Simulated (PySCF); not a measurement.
The first ionisation energy along the third row

Calculated with PySCF 2.14 from differences of total energies of unrestricted determinants, without spin-orbit coupling. Values in eV. The last column holds reference values (NIST; (s) semi-empirical, (t) theoretical, else measured). Unmarked ones compare directly (S terms, centres of terms, or small fine structure); those marked * lie between the lowest fine-structure levels and include a spin-orbit shift.

```csv
element,configurations,UHF,r2SCAN,SCS-MP2 (valence),CCSD (valence),CCSD(T) (valence),B3LYP,reference
"Mg (pcseg-2, non-relativistic)",[Ne] 3s2 → [Ne] 3s1,6.601,7.349,7.273,7.490,7.490,7.729,7.646
"Al (pcseg-2, non-relativistic)",[Ne] 3s2 3p1 → [Ne] 3s2,5.557,6.163,5.665,5.714,5.733,6.017,5.977
"Si (pcseg-2, non-relativistic)",[Ne] 3s2 3p2 → [Ne] 3s2 3p1,7.635,8.325,7.838,7.904,7.925,8.118,8.157
"P (pcseg-2, non-relativistic)",[Ne] 3s2 3p3 → [Ne] 3s2 3p2,9.927,10.649,10.219,10.292,10.316,10.395,10.526
"S (pcseg-2, non-relativistic)",[Ne] 3s2 3p4 → [Ne] 3s2 3p3,9.235,n/a,9.919,9.923,9.940,10.562,10.336
"Cl (pcseg-2, non-relativistic)",[Ne] 3s2 3p5 → [Ne] 3s2 3p4,11.794,13.040,12.636,12.598,12.622,n/a,12.974
```

```json
{"method": "UHF", "elements": "6", "mean error (eV)": "-0.811", "mean absolute error (eV)": "0.811", "largest error (eV)": "-1.179"}
{"method": "r2SCAN", "elements": "5", "mean error (eV)": "0.049", "mean absolute error (eV)": "0.168", "largest error (eV)": "-0.297"}
{"method": "SCS-MP2 (valence)", "elements": "6", "mean error (eV)": "-0.344", "mean absolute error (eV)": "0.344", "largest error (eV)": "-0.417"}
{"method": "CCSD (valence)", "elements": "6", "mean error (eV)": "-0.282", "mean absolute error (eV)": "0.282", "largest error (eV)": "-0.413"}
{"method": "CCSD(T) (valence)", "elements": "6", "mean error (eV)": "-0.265", "mean absolute error (eV)": "0.265", "largest error (eV)": "-0.396"}
{"method": "B3LYP", "elements": "5", "mean error (eV)": "0.036", "mean absolute error (eV)": "0.104", "largest error (eV)": "0.227"}
```

Errors include the incompleteness of the basis and the frozen core.

"Valence" correlates the outer s and p shells and, in groups 3 to 12 and the f block, the outer d or f shell, open or full, or the next shell where the ion has no valence electron left; the wider scheme adds the next inner shell.
